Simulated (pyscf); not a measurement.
**Routes from O=B–OH (SMILES O=BO) + HF (SMILES F)**

Candidate steps break at most two bonds and form at most two. Each was searched with GFN2-xTB (tblite) first. PySCF, gas phase, ωB97X-D3(BJ)/def2-SVP geometries. Correlated levels are frozen-core, on RHF or UHF. ΔMP2 is the change of the MP2 total energy from the triple- to the quadruple-zeta basis. Energies: CCSD(T)/def2-TZVPP + ΔMP2(QZVPP), eV, from the separated reactants, singlet surface.

```tsv
products	type	ΔE‡	ΔE	ΔG‡ 298 K	ΔG‡ 900 K	ν‡ (cm⁻¹)
HO–B(OH)–F	addition across a multiple bond or ene-type step	0.31	-2.50	0.68	1.55	1001i
H₂O + O=B–F	four-centre exchange	1.04	-0.05	1.42	2.29	1183i
```

Row 1: On the reactant side the descent ends in a bound adduct, 0.39 eV under the separated species and 0.55 eV under the saddle at ωB97X-D3(BJ)/def2-TZVP. Row 2: On the product side the descent ends in an adduct with a B–O contact, 0.38 eV under the separated species and 1.33 eV under the saddle at ωB97X-D3(BJ)/def2-TZVP. 

Plain bond fissions and candidates not yet searched are not listed, and one of them may be faster. Each barrier is that of the saddle found; lower ones may exist. The CCSD(T) − MP2 part came from Ansatz, without density fitting, on the same reference.
